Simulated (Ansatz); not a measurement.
# HNAl, quartet: the ladder up to full CI

Geometry: a point of a stretch scan, not a stationary point.

```xyz
3

Al    0.0000   -0.0338    0.6891
N     0.0000    0.1189   -1.2137
H     0.0000   -0.7475   -1.5809
```

Basis 6-31G; Ansatz 0.2.0. Only valence electrons are correlated (noble-gas cores frozen), which leaves 9 electrons in 18 orbitals. Prefix R: restricted or restricted open-shell reference; prefix U: unrestricted. Active spaces: valence = (9e, 9o) chosen from the atoms' valence shells; pair = (5e, 5o) about the gap.

Full CI is exact within this basis and frozen core; it isn't the basis-set limit. The frozen core follows each run's orbitals, which can shift R against U totals by a few meV.

For open shells CISD is restricted-active-space CI with the open shells as a complete middle space.

- UHF ⟨S²⟩: 3.776
- T1 diagnostic (RCCSD): 0.0437
- largest doubles amplitude (RCCSD): 0.053
- T1 diagnostic (UCCSD): 0.0265

```json
{"level": "RHF", "E − E(full CI) (kJ/mol)": "313.5", "share of correlation (%)": "0.00", "wall time": "–"}
{"level": "UHF", "E − E(full CI) (kJ/mol)": "300.7", "share of correlation (%)": "4.09", "wall time": "–"}
{"level": "RMP2", "E − E(full CI) (kJ/mol)": "54.8", "share of correlation (%)": "82.51", "wall time": "–"}
{"level": "UMP2", "E − E(full CI) (kJ/mol)": "54.3", "share of correlation (%)": "82.67", "wall time": "–"}
{"level": "CISD", "E − E(full CI) (kJ/mol)": "21.8", "share of correlation (%)": "93.04", "wall time": "0.72 s"}
{"level": "RCCSD", "E − E(full CI) (kJ/mol)": "9.5", "share of correlation (%)": "96.97", "wall time": "–"}
{"level": "UCCSD", "E − E(full CI) (kJ/mol)": "8.5", "share of correlation (%)": "97.29", "wall time": "–"}
{"level": "RCCSD(T)", "E − E(full CI) (kJ/mol)": "2.3", "share of correlation (%)": "99.26", "wall time": "1.3 s"}
{"level": "UCCSD(T)", "E − E(full CI) (kJ/mol)": "2.3", "share of correlation (%)": "99.28", "wall time": "1.4 s"}
{"level": "BCCD(T)", "E − E(full CI) (kJ/mol)": "2.6", "share of correlation (%)": "99.16", "wall time": "1.4 s"}
{"level": "RCCSDT", "E − E(full CI) (kJ/mol)": "0.8", "share of correlation (%)": "99.75", "wall time": "–"}
{"level": "UCCSDT", "E − E(full CI) (kJ/mol)": "0.7", "share of correlation (%)": "99.78", "wall time": "–"}
{"level": "RCCSDT(Q)", "E − E(full CI) (kJ/mol)": "0.0", "share of correlation (%)": "99.99", "wall time": "3.4 s"}
{"level": "UCCSDT(Q)", "E − E(full CI) (kJ/mol)": "-0.1", "share of correlation (%)": "100.05", "wall time": "3.2 s"}
{"level": "RCCSDTQ", "E − E(full CI) (kJ/mol)": "0.0", "share of correlation (%)": "100.00", "wall time": "31 s"}
{"level": "CASSCF (valence space)", "E − E(full CI) (kJ/mol)": "135.6", "share of correlation (%)": "56.76", "wall time": "–"}
{"level": "NEVPT2 (valence space)", "E − E(full CI) (kJ/mol)": "36.4", "share of correlation (%)": "88.38", "wall time": "2 s"}
{"level": "MRCISD (valence space)", "E − E(full CI) (kJ/mol)": "8.0", "share of correlation (%)": "97.45", "wall time": "–"}
{"level": "MRCISD+Q (valence space)", "E − E(full CI) (kJ/mol)": "4.5", "share of correlation (%)": "98.57", "wall time": "3.2 s"}
{"level": "MRCISD+Q(relaxed) (valence space)", "E − E(full CI) (kJ/mol)": "-0.2", "share of correlation (%)": "100.05", "wall time": "4.3 s"}
```

The correlation energy at full CI, counted from RHF, is -3.249 eV. That run took 1.9 min on 1 thread of Arm Neoverse V2, shared host over 7,588,672 determinants.

Run but not shown, since their state or frozen core can't be matched to the reference's or they repeat it: CASSCF (pair space), NEVPT2 (pair space).

Times hold each run's SCF and search for its determinant on a shared host, so for small cases they say little of a method's own cost; they ran on 1 thread of Arm Neoverse V2.

The full-CI state has the irrep A'' of Cs, in the program's axes.

Natural occupations of full CI about the gap: 1.981 1.969 1.937 1.002 0.995 0.989 0.035 0.029 0.024 0.015; effectively unpaired electrons, Σ n²(2−n)², 3.03.
